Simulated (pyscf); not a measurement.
# Routes from HO–Si(F)(F)–F (SMILES O[Si](F)(F)F) + NH₃ (SMILES N)

Candidate steps break at most two bonds and form at most two. Each was searched with GFN2-xTB (tblite) first. PySCF, gas phase, ωB97X-D3(BJ)/def2-SVP geometries. Energies: ωB97M-D3(BJ)/def2-TZVP, kcal/mol, from the separated reactants, singlet surface; ΔG‡ with ideal gas, 1 atm, RRHO with modes under 100 cm⁻¹ raised to 100, one conformer, R ln 2 for chiral ones without a mode under 150 cm⁻¹.

```csv
products,type,ΔE‡,ΔE,ΔG‡ 298 K,ΔG‡ 900 K,ν‡ (cm⁻¹)
H₂N–Si(OH)(F)–F + HF,four-centre exchange,22.0,+18.1,33.2,57.6,730i
H₂O + H₂N–Si(F)(F)–F,four-centre exchange,24.5,+9.7,35.3,59.2,1203i
```

Row 1: On the reactant side the descent ends in an adduct with a N–Si contact (not fully relaxed), 1.4 kcal/mol under the separated species and 22.7 kcal/mol under the saddle at ωB97X-D3(BJ)/def2-TZVP. On the product side the descent ends in a bound adduct, 10.9 kcal/mol under the separated species and 14.9 kcal/mol under the saddle at ωB97X-D3(BJ)/def2-TZVP. Row 2: On the reactant side the descent ends in an adduct with a N–Si contact, 12.3 kcal/mol under the separated species and 36.0 kcal/mol under the saddle at ωB97X-D3(BJ)/def2-TZVP. On the product side the descent ends in a complex, 7.0 kcal/mol under the separated species and 21.5 kcal/mol under the saddle at ωB97X-D3(BJ)/def2-TZVP. 

Plain bond fissions and candidates not yet searched are not listed, and one of them may be faster. Each barrier is that of the saddle found; lower ones may exist.
